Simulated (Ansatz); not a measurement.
**Diamond-structure Si**

Calculation: HSE06 in Ansatz (PAW).

Run with plane-wave cutoff 500 eV, 6×6×1 k mesh (along the axes of the cell as run), gaussian smearing 0.02 eV, scalar-relativistic PAW data made under PBE.

Cell: relaxed with r²SCAN.

- surface energy of the (100) face = 2.52 J/m²

The slab of 8 atoms is relaxed and unreconstructed.

The computed numbers hold no vibrational or temperature effects.

Ansatz is a program for electronic structure.
